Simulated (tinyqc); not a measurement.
Worked calculation (part 2 of 2): RKS/exchange-only LDA in the sto-3g basis, for H2O, spin multiplicity 1. Computed by tinyqc, a small Python program that keeps every step (integrals from PySCF). Command: `OMP_NUM_THREADS=1 python tinyqc.py 30428 30429 out.jsonl` (the two numbers bound the seeds that draw the settings). One thread of a shared host (Intel(R) Xeon(R) Processor @ 2.60GHz), about 0.6 s of CPU time with the checks.

Geometry (angstrom):
```
atom       x        y       z
O     0.0000   0.0000  0.0000
H     0.0000   1.1050  0.7170
H     0.0000  -1.1410  0.7410
```

## Iteration 2: diagonalisation and new density

extrapolated F (hartree), order 1O 1s, 1O 2s, 1O 2px, 1O 2py, 1O 2pz, 2H 1s, 3H 1s:
$$\begin{pmatrix}
-18.2608 & -4.7494 & 0.0000 & -0.0008 & -0.0021 & -0.4698 & -0.4260 \\
-4.7494 & -1.8633 & 0.0000 & -0.0056 & -0.0268 & -0.3758 & -0.3462 \\
0.0000 & 0.0000 & -0.0331 & 0.0000 & 0.0000 & 0.0000 & 0.0000 \\
-0.0008 & -0.0056 & 0.0000 & -0.0997 & -0.0015 & -0.1553 & 0.1446 \\
-0.0021 & -0.0268 & 0.0000 & -0.0015 & -0.0858 & -0.1045 & -0.0982 \\
-0.4698 & -0.3758 & 0.0000 & -0.1553 & -0.1045 & -0.0990 & -0.0715 \\
-0.4260 & -0.3462 & 0.0000 & 0.1446 & -0.0982 & -0.0715 & -0.0844
\end{pmatrix}$$

X, order 1O 1s, 1O 2s, 1O 2px, 1O 2py, 1O 2pz, 2H 1s, 3H 1s:
$$\begin{pmatrix}
1.0228 & -0.1296 & 0.0000 & -0.0004 & -0.0035 & 0.0146 & 0.0135 \\
-0.1296 & 1.0807 & 0.0000 & 0.0035 & 0.0297 & -0.1488 & -0.1358 \\
0.0000 & 0.0000 & 1.0000 & 0.0000 & 0.0000 & 0.0000 & 0.0000 \\
-0.0004 & 0.0035 & 0.0000 & 1.0384 & 0.0016 & -0.1234 & 0.1151 \\
-0.0035 & 0.0297 & 0.0000 & 0.0016 & 1.0150 & -0.0751 & -0.0695 \\
0.0146 & -0.1488 & 0.0000 & -0.1234 & -0.0751 & 1.0607 & -0.0264 \\
0.0135 & -0.1358 & 0.0000 & 0.1151 & -0.0695 & -0.0264 & 1.0524
\end{pmatrix}$$

Diagonalise F' = X^T F X, C = X C', fill 5 alpha and 5 beta electrons from the bottom; D = 2 C_occ C_occ^T. Each column has its largest component positive (the first on a tie).

F' = X^T F X (hartree):
$$\begin{pmatrix}
-17.8996 & -2.5388 & 0.0000 & -0.0017 & -0.0156 & -0.0242 & -0.0178 \\
-2.5388 & -0.9696 & 0.0000 & -0.0010 & 0.0135 & -0.1812 & -0.1661 \\
0.0000 & 0.0000 & -0.0331 & 0.0000 & 0.0000 & 0.0000 & 0.0000 \\
-0.0017 & -0.0010 & 0.0000 & -0.0337 & 0.0012 & -0.1632 & 0.1528 \\
-0.0156 & 0.0135 & 0.0000 & 0.0012 & -0.0601 & -0.0999 & -0.0926 \\
-0.0242 & -0.1812 & 0.0000 & -0.1632 & -0.0999 & 0.0247 & -0.0275 \\
-0.0178 & -0.1661 & 0.0000 & 0.1528 & -0.0926 & -0.0275 & 0.0225
\end{pmatrix}$$

orbital energies (hartree): MO1 -18.2723, MO2 -0.6829, MO3 -0.2186, MO4 -0.1394, MO5 -0.0331, MO6 0.1603, MO7 0.2372

coefficients C, order 1O 1s, 1O 2s, 1O 2px, 1O 2py, 1O 2pz, 2H 1s, 3H 1s:
$$\begin{pmatrix}
0.9932 & -0.2545 & 0.0070 & 0.0641 & 0.0000 & 0.0884 & -0.0123 \\
0.0280 & 0.9544 & -0.0324 & -0.3058 & 0.0000 & -0.4640 & 0.0687 \\
0.0000 & 0.0000 & 0.0000 & 0.0000 & 1.0000 & 0.0000 & 0.0000 \\
0.0002 & 0.0094 & 0.6918 & -0.0267 & 0.0000 & 0.0832 & 0.7877 \\
0.0013 & 0.0450 & 0.0256 & 0.8114 & 0.0000 & -0.6124 & 0.0752 \\
-0.0044 & 0.1154 & 0.4058 & 0.2995 & 0.0000 & 0.5902 & -0.7435 \\
-0.0041 & 0.1046 & -0.3864 & 0.3280 & 0.0000 & 0.7349 & 0.5804
\end{pmatrix}$$

D after iteration 2, order 1O 1s, 1O 2s, 1O 2px, 1O 2py, 1O 2pz, 2H 1s, 3H 1s:
$$\begin{pmatrix}
2.1109 & -0.4699 & 0.0000 & 0.0018 & 0.0840 & -0.0235 & -0.0246 \\
-0.4699 & 2.0123 & 0.0000 & -0.0104 & -0.4119 & 0.0106 & 0.0238 \\
0.0000 & 0.0000 & 2.0000 & 0.0000 & 0.0000 & 0.0000 & 0.0000 \\
0.0018 & -0.0104 & 0.0000 & 0.9587 & -0.0071 & 0.5476 & -0.5501 \\
0.0840 & -0.4119 & 0.0000 & -0.0071 & 1.3220 & 0.5172 & 0.5218 \\
-0.0235 & 0.0106 & 0.0000 & 0.5476 & 0.5172 & 0.5355 & -0.0930 \\
-0.0246 & 0.0238 & 0.0000 & -0.5501 & 0.5218 & -0.0930 & 0.5356
\end{pmatrix}$$

## Iteration 12 (converged): orbitals

converged F (hartree), order 1O 1s, 1O 2s, 1O 2px, 1O 2py, 1O 2pz, 2H 1s, 3H 1s:
$$\begin{pmatrix}
-18.2210 & -4.7409 & 0.0000 & -0.0005 & -0.0134 & -0.4692 & -0.4254 \\
-4.7409 & -1.8303 & 0.0000 & -0.0047 & -0.0771 & -0.3758 & -0.3462 \\
0.0000 & 0.0000 & 0.0042 & 0.0000 & 0.0000 & 0.0000 & 0.0000 \\
-0.0005 & -0.0047 & 0.0000 & -0.0729 & -0.0015 & -0.1575 & 0.1467 \\
-0.0134 & -0.0771 & 0.0000 & -0.0015 & -0.0511 & -0.1134 & -0.1063 \\
-0.4692 & -0.3758 & 0.0000 & -0.1575 & -0.1134 & -0.1508 & -0.0730 \\
-0.4254 & -0.3462 & 0.0000 & 0.1467 & -0.1063 & -0.0730 & -0.1370
\end{pmatrix}$$

As before.

F' = X^T F X (hartree):
$$\begin{pmatrix}
-17.8596 & -2.5392 & 0.0000 & -0.0015 & -0.0212 & -0.0240 & -0.0176 \\
-2.5392 & -0.9379 & 0.0000 & 0.0000 & -0.0368 & -0.1746 & -0.1598 \\
0.0000 & 0.0000 & 0.0042 & 0.0000 & 0.0000 & 0.0000 & 0.0000 \\
-0.0015 & 0.0000 & 0.0000 & -0.0053 & 0.0012 & -0.1625 & 0.1519 \\
-0.0212 & -0.0368 & 0.0000 & 0.0012 & -0.0254 & -0.1004 & -0.0929 \\
-0.0240 & -0.1746 & 0.0000 & -0.1625 & -0.1004 & -0.0312 & -0.0261 \\
-0.0176 & -0.1598 & 0.0000 & 0.1519 & -0.0929 & -0.0261 & -0.0338
\end{pmatrix}$$

orbital energies (hartree): MO1 -18.2326, MO2 -0.6643, MO3 -0.2280, MO4 -0.1091, MO5 0.0042, MO6 0.1236, MO7 0.2174

coefficients C, order 1O 1s, 1O 2s, 1O 2px, 1O 2py, 1O 2pz, 2H 1s, 3H 1s:
$$\begin{pmatrix}
0.9932 & -0.2484 & 0.0066 & 0.0975 & 0.0000 & -0.0749 & -0.0099 \\
0.0281 & 0.9257 & -0.0304 & -0.4505 & 0.0000 & 0.4017 & 0.0564 \\
0.0000 & 0.0000 & 0.0000 & 0.0000 & 1.0000 & 0.0000 & 0.0000 \\
0.0002 & 0.0083 & 0.6139 & -0.0094 & 0.0000 & -0.0769 & 0.8508 \\
0.0020 & 0.1193 & 0.0101 & 0.7102 & 0.0000 & 0.7197 & 0.0700 \\
-0.0045 & 0.1409 & 0.4621 & 0.3818 & 0.0000 & -0.5601 & -0.6900 \\
-0.0042 & 0.1275 & -0.4532 & 0.4054 & 0.0000 & -0.6709 & 0.5556
\end{pmatrix}$$

D after iteration 12, order 1O 1s, 1O 2s, 1O 2px, 1O 2py, 1O 2pz, 2H 1s, 3H 1s:
$$\begin{pmatrix}
2.1154 & -0.4923 & 0.0000 & 0.0024 & 0.0832 & 0.0015 & 0.0014 \\
-0.4923 & 2.1232 & 0.0000 & -0.0134 & -0.4195 & -0.1116 & -0.1020 \\
0.0000 & 0.0000 & 2.0000 & 0.0000 & 0.0000 & 0.0000 & 0.0000 \\
0.0024 & -0.0134 & 0.0000 & 0.7539 & 0.0010 & 0.5625 & -0.5620 \\
0.0832 & -0.4195 & 0.0000 & 0.0010 & 1.0374 & 0.5853 & 0.5970 \\
0.0015 & -0.1116 & 0.0000 & 0.5625 & 0.5853 & 0.7584 & -0.0734 \\
0.0014 & -0.1020 & 0.0000 & -0.5620 & 0.5970 & -0.0734 & 0.7720
\end{pmatrix}$$

## Convergence

Stop when the energy changes by less than 1e-10 hartree and every element of the error matrix X^T (F D S - S D F) X is below 3e-06.

Course of the cycle:
```
iteration  E (hartree)     change  largest element of the error matrix
1           -73.258421          -                             5.54e-01
2           -72.704790   5.54e-01                             6.57e-01
3           -73.954045  -1.25e+00                             2.10e-01
4           -73.947268   6.78e-03                             2.21e-01
5           -73.968543  -2.13e-02                             1.82e-01
6           -73.992888  -2.43e-02                             1.33e-01
7           -74.015774  -2.29e-02                             1.21e-02
8           -74.015895  -1.22e-04                             1.99e-03
9           -74.015901  -5.71e-06                             2.09e-04
10          -74.015901  -5.26e-08                             1.25e-05
11          -74.015901  -1.52e-10                             2.47e-06
12          -74.015901  -5.80e-12                             1.80e-07
```

PySCF RKS in the same basis, fine grid = -73.979555 hartree

Converged in 12 iterations. The coarse grid moves the energy by -3.63e-02 hartree.

## Populations, bond orders and dipole

overlap S, order 1O 1s, 1O 2s, 1O 2px, 1O 2py, 1O 2pz, 2H 1s, 3H 1s:
$$\begin{pmatrix}
1.0000 & 0.2367 & 0.0000 & 0.0000 & 0.0000 & 0.0231 & 0.0210 \\
0.2367 & 1.0000 & 0.0000 & 0.0000 & 0.0000 & 0.2730 & 0.2538 \\
0.0000 & 0.0000 & 1.0000 & 0.0000 & 0.0000 & 0.0000 & 0.0000 \\
0.0000 & 0.0000 & 0.0000 & 1.0000 & 0.0000 & 0.2170 & -0.2041 \\
0.0000 & 0.0000 & 0.0000 & 0.0000 & 1.0000 & 0.1408 & 0.1325 \\
0.0231 & 0.2730 & 0.0000 & 0.2170 & 0.1408 & 1.0000 & 0.0785 \\
0.0210 & 0.2538 & 0.0000 & -0.2041 & 0.1325 & 0.0785 & 1.0000
\end{pmatrix}$$

Mulliken: Z minus the diagonal of D S on the atom; Loewdin: the same with S^(1/2) D S^(1/2); Mayer order: 2 sum_s sum (D(s) S)_ij (D(s) S)_ji over the two atoms.

Charges (e):
```
atom  Mulliken  Loewdin
1O     -0.1390  -0.1066
2H      0.0733   0.0558
3H      0.0658   0.0507
```

Mayer bond orders:
```
pair   order
2-1   0.9884
3-1   0.9894
3-2   0.0062
```

dipole moment about the origin, x y z (debye): [0.0000, 0.0305, 1.0014]
